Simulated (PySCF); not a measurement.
**Potential energy of NaN⁺ along the bond**

Set-up: basis Na pcseg-1, N pcseg-1; no relativity; PySCF 2.14. Energies in eV from Na⁺ + N in their ground configurations at the same level. State: ⁴Σ⁻ (quartet), unpaired electrons σ ↑, π ↑↑.

All columns are B97-3. A positive dipole points towards N; it is taken about the centre of mass and depends on that origin.

```tsv
R (Å)	E (eV)	μ (D)	Mulliken charge on Na (basis-dependent)	HOMO (eV)	LUMO (eV)	Mayer bond order	⟨S²⟩
2.381	-0.006	-3.76	0.97	-16.16	-8.91	0.07	3.75
2.491	-0.046	-3.97	0.96	-15.94	-8.74	0.07	3.75
2.602	-0.067	-4.19	0.96	-15.73	-8.58	0.07	3.75
2.685	-0.075	-4.35	0.97	-15.58	-8.45	0.07	3.75
2.768	-0.078	-4.52	0.97	-15.43	-8.33	0.07	3.75
2.851	-0.079	-4.69	0.97	-15.29	-8.20	0.06	3.75
2.962	-0.076	-4.92	0.97	-15.11	-8.04	0.06	3.75
3.100	-0.071	-5.20	0.97	-14.89	-7.84	0.05	3.75
3.266	-0.062	-5.54	0.98	-14.65	-7.60	0.04	3.75
3.488	-0.052	-6.00	0.98	-14.36	-7.28	0.03	3.75
```

A fit through these points gives, at Re = 2.818 Å, μ = -4.62 D and dμ/dR = -2.03 D/Å; the reduced mass is 8.702 u.

Problem. How strong is the fundamental in the double-harmonic approximation, I = 42.26·(dμ/dR)²/μred km/mol?

Solution. I = 42.26·(-2.03)²/8.702 = 20.0 km/mol at B97-3.

The bond is weak. Basis-set superposition, not corrected here, can be much of De in a small basis, most of all at correlated wavefunction levels. For an ion De counts to the pair picked by the measured ionisation energies or electron affinities, which need not be the lowest pair at this level. The state is the lowest determinant that a PBE0 search found; another state may lie lower at other levels.
